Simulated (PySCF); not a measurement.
ethanesulfonic acid, C2H6O3S, SMILES CCS(=O)(=O)O, point group C1.

Force field and properties: PBE0/pcSseg-1 (PySCF, grid level 2). Vibrational terms come from second-order perturbation theory with semi-diagonal cubic constants, by steps of ±0.6 along the normal coordinates of each isotopologue. The parent has the commonest isotopes.

Equilibrium geometry (Å):

| atom | x | y | z |
| --- | --- | --- | --- |
| C1 | 1.4762 | -0.0939 | -0.4408 |
| C2 | 0.4496 | -0.0369 | 0.6705 |
| S3 | -1.1648 | 0.5042 | 0.1205 |
| O4 | -2.1117 | 0.3998 | 1.2264 |
| O5 | -1.0160 | 1.7226 | -0.6530 |
| O6 | -1.5463 | -0.6956 | -0.9344 |
| H7 | 1.1908 | -0.8215 | -1.2065 |
| H8 | 1.5909 | 0.8843 | -0.9165 |
| H9 | 2.4443 | -0.3931 | -0.0264 |
| H10 | 0.7137 | 0.6914 | 1.4460 |
| H11 | 0.2852 | -1.0029 | 1.1584 |
| H12 | -2.3070 | -1.1611 | -0.5483 |

Q: Give the equilibrium and ground-state rotational constants (MHz) of parent; ²H at 9.

A: 
| species | Ae | Be | Ce | A0 | B0 | C0 | Δ0 (u Å²) | harmonic ZPE (cm⁻¹) |
| --- | --- | --- | --- | --- | --- | --- | --- | --- |
| parent | 4481.1 | 2407.6 | 2403 | 4462.5 | 2387.6 | 2377.1 | -112.308 | 19855 |
| ²H at 9 | 4469.9 | 2289.7 | 2288.1 | 4451.6 | 2270.6 | 2264.7 | -112.948 | 19156 |

Δ0 = Ic − Ia − Ib from the ground-state constants.

Q: How is the parent's vibrational correction B0 − Be made up?

A: 
| axis | harmonic | Coriolis | cubic | total (MHz) |
| --- | --- | --- | --- | --- |
| a | 5.65 | -7.83 | -16.3 | -18.5 |
| b | 2.37 | -2 | -20.4 | -20 |
| c | 2.03 | -2.14 | -25.8 | -25.9 |

Q: And its quartic centrifugal distortion constants from the harmonic force field?

A: Asymmetric top, A reduction, Ir representation: ΔJ = 0.383 kHz, ΔJK = 2.98 kHz, ΔK = -2.3 kHz, δJ = -0.00134 kHz, δK = 3.92 kHz.

A mode lies under 250 cm⁻¹, where this perturbation treatment is rough. Internal rotors are held in one well.
